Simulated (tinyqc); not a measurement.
Inside a calculation. Method: Born-Oppenheimer dynamics on the unrestricted PBE/sto-3g surface (energies and gradients from PySCF), for CH3, spin multiplicity 2. Computed by tinyqc, a small Python program that keeps every step (integrals from PySCF). Settings: charge = 0, multiplicity = 2, basis = sto-3g, functional = pbe,pbe, time step (fs) = 1.0, steps = 16. Command: `OMP_NUM_THREADS=1 python tinyqc.py 26681 26682 out.jsonl` (the two numbers bound the seeds that draw the settings). One thread of a shared host (Intel(R) Xeon(R) Processor @ 2.60GHz), about 10 s of CPU time with the checks.

## Velocity Verlet step 1

positions (bohr):
```
            x          y         z
1C   0.090707   0.068030  0.194642
2H   2.020117   0.024566  0.054802
3H  -1.048798   1.834924  0.051023
4H  -1.058247  -1.802799  0.056692
```

velocities (bohr per atomic time unit):
```
               x             y             z
1C   0.000128465   0.000052057  -0.000057222
2H  -0.000446535  -0.000181943   0.000230778
3H  -0.000515535   0.000068057   0.000212778
4H  -0.000567535  -0.000505943   0.000237778
```

gradient (hartree/bohr):
```
              x            y            z
1C   0.10932944   0.02885201  -0.00155113
2H  -0.07069296  -0.00129514   0.00554776
3H  -0.01267591   0.00846433  -0.00090683
4H  -0.02595997  -0.03602057  -0.00308862
```

masses (electron masses): 1C 21874.661832, 2H 1837.152588, 3H 1837.152588, 4H 1837.152588

gradient after step 1 (hartree/bohr):
```
              x            y            z
1C   0.10583958   0.02996248  -0.00094936
2H  -0.06285801  -0.00176210   0.00476024
3H  -0.01496511   0.00973963  -0.00088962
4H  -0.02801601  -0.03793922  -0.00291973
```

dt = 1 fs = 41.3414 atomic units; x' = x + v dt - g dt^2 / (2m); after the new gradient g', v' = v - (g + g') dt / (2m).

positions after step 1 (bohr):
```
            x          y         z
1C   0.091747   0.069055  0.192337
2H   2.034540   0.017647  0.061762
3H  -1.064215   1.833800  0.060241
4H  -1.069634  -1.806960  0.067959
```

velocities after step 1 (bohr per atomic time unit):
```
               x             y             z
1C  -0.000074862  -0.000003521  -0.000054859
2H   0.001056111  -0.000147545   0.000114798
3H  -0.000204533  -0.000136765   0.000232991
4H   0.000039774   0.000326214   0.000305381
```

## Velocity Verlet step 2

gradient after step 2 (hartree/bohr):
```
              x            y            z
1C   0.05492097   0.02486341   0.00057486
2H  -0.02000466  -0.00312059   0.00182967
3H  -0.01307863   0.00540637  -0.00045763
4H  -0.02183877  -0.02714869  -0.00194548
```

As before.

positions after step 2 (bohr):
```
            x          y         z
1C   0.084517   0.067739  0.190106
2H   2.107439   0.012367  0.064294
3H  -1.065709   1.823616  0.070287
4H  -1.054958  -1.775826  0.081942
```

velocities after step 2 (bohr per atomic time unit):
```
               x             y             z
1C  -0.000226774  -0.000055329  -0.000054505
2H   0.001988438  -0.000092607   0.000040651
3H   0.000111001  -0.000307180   0.000248149
4H   0.000600714   0.001058549   0.000360122
```

## Energy conservation

The total energy should stay constant up to terms of order dt^2; the step counts as short enough if it moves by less than 2 % of the largest kinetic energy.

Trajectory:

| time (fs) | 1C-2H (angstrom) | potential (hartree) | kinetic (hartree) | total (hartree) |
|---|---|---|---|---|
| 0.000000 | 1.023937 | -39.26706381 | 0.00138136 | -39.26568245 |
| 1.000000 | 1.030760 | -39.26721343 | 0.00144134 | -39.26577208 |
| 2.000000 | 1.072953 | -39.27224755 | 0.00590424 | -39.26634331 |
| 3.000000 | 1.127247 | -39.27390910 | 0.00746831 | -39.26644078 |
| 4.000000 | 1.169863 | -39.27024486 | 0.00414412 | -39.26610074 |
| 5.000000 | 1.185792 | -39.26648606 | 0.00081478 | -39.26567128 |
| 6.000000 | 1.169802 | -39.26870995 | 0.00285125 | -39.26585870 |
| 7.000000 | 1.126402 | -39.27416161 | 0.00771371 | -39.26644790 |
| 8.000000 | 1.070619 | -39.27446666 | 0.00793495 | -39.26653171 |
| 9.000000 | 1.027189 | -39.26881445 | 0.00294391 | -39.26587054 |
| 10.000000 | 1.020739 | -39.26660668 | 0.00097903 | -39.26562764 |
| 11.000000 | 1.055613 | -39.27116452 | 0.00492987 | -39.26623465 |
| 12.000000 | 1.111416 | -39.27419756 | 0.00772338 | -39.26647418 |
| 13.000000 | 1.161930 | -39.27148371 | 0.00527070 | -39.26621300 |
| 14.000000 | 1.188735 | -39.26685246 | 0.00109138 | -39.26576109 |
| 15.000000 | 1.183459 | -39.26695211 | 0.00123304 | -39.26571907 |
| 16.000000 | 1.147279 | -39.27222145 | 0.00597194 | -39.26624951 |

The total energy moves within 9.0e-04 hartree; that is over 2 % of the largest kinetic energy, so the time step is too long.
